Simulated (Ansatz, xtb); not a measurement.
## A geometry optimisation of C2HN− with r2SCAN-D4/def2-SVPD

The starting geometry of this gas-phase doublet has its atoms placed at random.

```yaml
atoms:
  - { symbol: C, position_ang: [0.3609, -0.5429, 0.5496] }
  - { symbol: C, position_ang: [0.2546, 0.4734, 1.5092] }
  - { symbol: N, position_ang: [0.1784, -1.8382, -0.1250] }
  - { symbol: H, position_ang: [-0.1032, 0.5754, 0.1807] }
```

One run relaxed it with r2SCAN-D4/def2-SVPD. What is a likely outcome?

It ends as `[CH]=C=[N-]`. Distances that change by over a tenth: C1–N3 (1.47 → 1.20 Å). Contacts that open: C1–H4 (1.27 → 2.05 Å). Contacts that close: C2–H4 (1.38 → 1.11 Å).

The energy falls by 3.31 eV over 11 steps:

```tsv
step	E − E(last) (eV)
1	3.314
2	2.043
3	1.183
4	0.706
5	0.393
7	0.071
8	0.018
9	0.001
10	0.000
11	0.000
```

Final geometry (Å):

```yaml
atoms:
  - { symbol: C, position_ang: [0.2606, -0.8603, 0.4861] }
  - { symbol: C, position_ang: [0.2163, 0.3513, 1.1329] }
  - { symbol: N, position_ang: [0.3462, -1.9744, 0.0476] }
  - { symbol: H, position_ang: [-0.1324, 1.1511, 0.4479] }
```

From the same start GFN2-xTB reaches the same bonding as this run.

From so rough a start the end depends on the optimiser's path, so another program may land elsewhere. No frequencies were run, so the end isn't proven a minimum. Open shells are spin-unrestricted. Run with Ansatz 0.2.0, 28 s on 1 thread of Intel(R) Xeon(R) Platinum 8488C (Sapphire Rapids), on a shared host.
